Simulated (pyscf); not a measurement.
Structures and frequencies: ωB97X-D3(BJ)/def2-SVP in PySCF.

**Question.** Estimate by transition-state theory the rate constant of H₃C–SiH•–CH₃ + hydrogen (H₂) -> H₃C–SiH₂–CH₃ + H atom (H•) (doublet surface; H–H broken, H–Si formed) at 600 K, with ωB97M-D3(BJ)/def2-TZVP energies (ideal gas, 1 atm, RRHO with modes under 100 cm⁻¹ raised to 100, one conformer, R ln 2 for rigid chiral ones; no tunnelling).

**Answer.** The electronic barrier is 14.0 kcal/mol and the thermal terms add +13.1, so ΔG‡ = 27.0 kcal/mol. With k_BT/h = 1.25e+13 s⁻¹ and RT = 1.192 kcal/mol, and a volume of 8.18e-20 cm³ per molecule at 1 atm, k = 1.5e-16 cm³ molecule⁻¹ s⁻¹. Wigner's tunnelling factor for 909i cm⁻¹ would be 1.20. A shift of 1 kcal/mol in the barrier changes k by a factor 2.3. One saddle was located; it need not be the lowest between these sides. The angle at the transferred H is 176°.
